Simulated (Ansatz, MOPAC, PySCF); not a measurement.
System: C2H7S, charge 1, multiplicity 1. SMILES: C[SH+]C
Geometry from a B3LYP-D3(BJ)/def2-TZVP (Ansatz, a first-principles code) optimisation:
```xyz
10

C     -0.0842     1.4274    -0.5119
S      0.1772    -0.0007     0.5718
C     -0.0997    -1.4270    -0.5104
H     -0.0902     2.3104     0.1250
H      0.7717     1.4645    -1.1836
H     -1.0160     1.3249    -1.0616
H     -0.1153    -2.3091     0.1275
H     -1.0303    -1.3149    -1.0601
H      0.7557    -1.4741    -1.1820
H     -1.0072     0.0061     1.2198
```
Charge +1, spin multiplicity 1.

Unscaled harmonic wavenumbers (cm⁻¹) in rising order, each level at the stationary point that it reaches from this structure (no distance between atoms moves by over 0.3 Å); the order of modes can differ between levels, and a negative number is imaginary. B3LYP-D3(BJ)/def2-TZVP (PySCF, at the structure above): 173, 200, 260, 633, 700, 754, 812, 939, 1060, 1087, 1111, 1357, 1381, 1451, 1454, 1466, 1466, 2629, 3063, 3065, 3160, 3160, 3176, 3177.

AM1 (MOPAC): 94, 102, 267, 665, 748, 759, 840, 876, 996, 1073, 1089, 1332, 1332, 1338, 1342, 1351, 1353, 1893, 3005, 3008, 3018, 3021, 3127, 3133. Zero-point energy 51.1 against 53.9 kcal/mol; where all levels lie over 400 cm⁻¹, the wavenumbers are on average 0.962 times those of B3LYP-D3(BJ)/def2-TZVP.

HF/6-31G* (Ansatz): 176, 203, 275, 684, 758, 813, 903, 1052, 1176, 1202, 1235, 1510, 1537, 1588, 1589, 1600, 1602, 2920, 3251, 3253, 3361, 3362, 3372, 3373. Zero-point energy 58.3 against 53.9 kcal/mol; where all levels lie over 400 cm⁻¹, the wavenumbers are on average 1.090 times those of B3LYP-D3(BJ)/def2-TZVP.

B3LYP/6-31G* (Ansatz): 169, 193, 254, 626, 690, 758, 827, 962, 1079, 1107, 1127, 1387, 1412, 1473, 1477, 1486, 1491, 2664, 3089, 3091, 3193, 3194, 3205, 3206. Zero-point energy 54.6 against 53.9 kcal/mol; where all levels lie over 400 cm⁻¹, the wavenumbers are on average 1.012 times those of B3LYP-D3(BJ)/def2-TZVP.
